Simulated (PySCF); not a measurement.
# Where the electron goes

Compound: formic acid, CH2O2.
SMILES with atom numbers: `[O:1]=[CH:2][OH:3]` (hydrogens: H4 on C2; H5 on O3)

Method: PySCF 2.14.0, density-fitted response routines, TDDFT PBE0/def2-SVPD, vertical, gas phase, core orbitals frozen in the response. Geometry: GFN2-xTB, one conformer, isolated molecule. Torsions of this conformer, `[O:1]=[CH:2][OH:3]`: H–O3–C2–O1 0°.

Frontier orbitals with the atoms that hold most of them (Löwdin shares over 4%, at most four atoms; ? is withheld):

| orbital | ε (eV) | atoms |
| --- | --- | --- |
| LUMO+2 | 1.26 | C2 32%, H4 32%, O3 20%, O1 14% |
| LUMO+1 | 0.46 | O3 42%, H5 28%, C2 16%, O1 11% |
| LUMO | -0.23 | C2 44%, O1 31%, O3 16%, H4 8% |
| HOMO | -8.64 | ? |
| HOMO-1 | -9.85 | ? |
| HOMO-2 | -11.72 | O3 45%, O1 27%, C2 16%, H4 7% |
| HOMO-3 | -13.24 | O3 41%, C2 29%, O1 26% |

**Question.** Which atoms hold the HOMO, and with what shares?

**Answer.** O1 (bonded to C) 70%; C2 (bonded to 2 O and H) 13%; O3 (bonded to C and H) 10%; H4 (bonded to C) 6%. By element: oxygen 80%, carbon 13%, hydrogen 6% or more.

**Question.** Which atoms hold the HOMO-1, and with what shares?

**Answer.** O1 (bonded to C) 44%; O3 (bonded to C and H) 42%; C2 (bonded to 2 O and H) 12%. By element: oxygen 85%, carbon 12%.

**Question.** The HOMO–LUMO gap is 8.40 eV. Where does the response calculation put the lowest singlet, and from which orbitals?

**Answer.** S1 is at 5.93 eV (f = 0.0009), 2.47 eV below the gap, made of HOMO→LUMO (99%). 

**Question.** Give energy, strength and leading configuration of S1, S2, S4, S5 and S6, and follow the Löwdin shares of the leading atoms from the occupied to the empty orbital.

**Answer.** 
- S1 (5.93 eV, f 0.0009), HOMO→LUMO (99%): O1 70% → 31%, C2 13% → 44%; low, almost dark, from the terminal oxygen into the C=O bond, the pattern of n→π*
- S2 (7.80 eV, f 0.033), HOMO→LUMO+1 (88%): O1 70% → 11%, C2 13% → 16%, O3 10% → 42%, H5 at most 2% → 28%
- S4 (8.75 eV, f 0.0029), HOMO-1→LUMO+1 (98%): O1 44% → 11%, O3 42% → 42%, H5 at most 3% → 28%
- S5 (8.92 eV, f 0.232), HOMO-1→LUMO (78%): O1 44% → 31%, O3 42% → 16%, C2 12% → 44%
- S6 (9.29 eV, f 0.0001), HOMO-2→LUMO (99%): O3 45% → 16%, O1 27% → 31%, C2 16% → 44%

Time: 2.8 s wall. Hardware: an Arm Neoverse V1 with one thread, on a shared host.
